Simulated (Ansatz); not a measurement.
Relaxation of C₄H₅N (10 atoms, charge 0, multiplicity 1), to a largest force component of 0.02 eV/Å in at most 50 steps.

The calculation used Ansatz 0.2.0, RKS BLYP/def2-SVP.

```xyz
10
Properties=species:S:1:pos:R:3
C -1.280 -0.148 -0.576
C -0.204 -0.820 -0.501
N 0.973 -0.560 0.105
C 1.209 0.107 1.302
C 1.586 0.663 0.178
H -2.183 -0.475 -1.135
H -1.402 0.874 -0.120
H -0.116 -1.774 -0.992
H 0.322 0.500 1.941
H 1.178 1.581 -0.199
```

Where does it end, and by what steps?

It converged. The force dipped under the threshold on the way, but the program's further checks kept it going. After 23 steps the energy has fallen by 2.176 eV; H9 moved furthest, 1.37 Å.

```tsv
step	energy less start (eV)	largest force component (eV/Å)	accepted
0	0.0000	5.628	yes
1	-1.1017	3.043	yes
2	-1.5596	1.430	yes
3	-1.8458	0.992	yes
4	-1.9519	1.728	yes
5	-2.0609	0.317	yes
6	-2.0146	0.458	no
7	-2.0968	0.106	yes
8	-2.0998	0.079	yes
9	-2.1036	0.057	yes
10	-2.1138	0.294	yes
11	-2.1221	0.380	yes
12	-2.1476	0.229	yes
13	-2.1515	0.359	yes
14	-2.1616	0.278	yes
15	-2.1681	0.380	yes
16	-2.1636	0.299	no
17	-2.1745	0.032	yes
18	-2.1743	0.098	no
19	-2.1750	0.011	yes
20	-2.1755	0.031	yes
21	-2.1667	0.297	no
22	-2.1760	0.015	yes
23	-2.1761	0.013	yes
```

```xyz
10
Properties=species:S:1:pos:R:3
C -1.326 -0.117 -0.996
C -0.371 -0.853 -0.390
N 0.943 -0.415 -0.042
C 1.179 0.117 1.359
C 1.090 1.025 0.439
H -2.262 -0.580 -1.342
H -1.194 0.960 -1.186
H -0.516 -1.934 -0.210
H 1.371 -0.283 2.357
H 1.170 2.028 0.016
```

Run time: 19 s on 2 threads of Intel(R) Xeon(R) 6975P-C (Granite Rapids), on a shared host, peak memory 0.19 GiB.
